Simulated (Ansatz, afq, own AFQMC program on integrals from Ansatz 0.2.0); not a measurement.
**Where AFQMC and coupled cluster stand for AlSiH, triplet**

```xyz
3

Si    0.0000   -0.0533    1.7283
Al    0.0000   -0.0175   -1.8165
H     0.0000    1.9542    0.4678
```

Connectivity, by distances: Si ··· Al ··· H.

Basis 6-31G. Noble-gas cores (and the filled d shells of Ga–Kr and In–Xe) are frozen. AFQMC by an in-house program on the Cholesky factors that Ansatz 0.2.0 writes for its CCSD(T) run. ph-AFQMC/CISD is guided by a CISD state made of CCSD amplitudes; releasing the constraint for a short imaginary time cuts its bias at the price of noise, slowly where states lie close. Error bars are statistical, one sigma.

Determinant: ROHF, the one that the program's search chose, which needn't be the lowest solution. The geometry is a point of a scan.

Full CI on the same integrals is exact in this basis and with this determinant's frozen core.

Cautions: lower spins were not checked; a spin-contaminated unrestricted determinant lies lower (UHF 217 meV lower, ⟨S²⟩ 2.40); strong correlation (T1 0.054, weight of the determinant 0.83, largest double 0.17); the released energies are still falling, so no released level is given (meV from the phaseless value at times in 1/Eh: -8 ± 4 at 0.24, -12 ± 3 at 0.51, -20 ± 3 at 0.99, -28 ± 4 at 1.62, -36 ± 4 at 2.40); the ph-AFQMC/CISD walk drifts between its halves (2.0 errors).

* T1 diagnostic: 0.0544
* weight of the determinant in the CISD state: 0.825
* size of the correlated space: 8 electrons in 18 orbitals

| level | correlation energy (eV) |
| --- | --- |
| MP2 | -1.7288 |
| CCSD | -2.6863 |
| CCSD(T) | -2.7912 |

(1) Estimate where full CI lies against CCSD(T) on the same integrals.

(1) 6.5 kJ/mol below CCSD(T).

Reference: full CI, correlation energy -2.858 eV.

```json
{"level": "CCSD(T)", "E − E(reference) (kJ/mol)": "6.5", "share of correlation (%)": "97.65"}
{"level": "CCSDT", "E − E(reference) (kJ/mol)": "1.6", "share of correlation (%)": "99.43"}
{"level": "CCSDT(Q)", "E − E(reference) (kJ/mol)": "0.3", "share of correlation (%)": "99.89"}
{"level": "CCSDTQ", "E − E(reference) (kJ/mol)": "0.1", "share of correlation (%)": "99.98"}
{"level": "ph-AFQMC/CISD", "E − E(reference) (kJ/mol)": "6.2 ± 0.4", "share of correlation (%)": "97.76"}
```

CCSDT and higher add their correlation energy to the determinant of the CCSD(T) run, since their own runs factorise the integrals more tightly (a shift of under 2 meV). A walk keeps the symmetry of its determinant, which the program's search chose and which needn't be the lowest solution, so a lower state of the same spin and another symmetry isn't excluded.
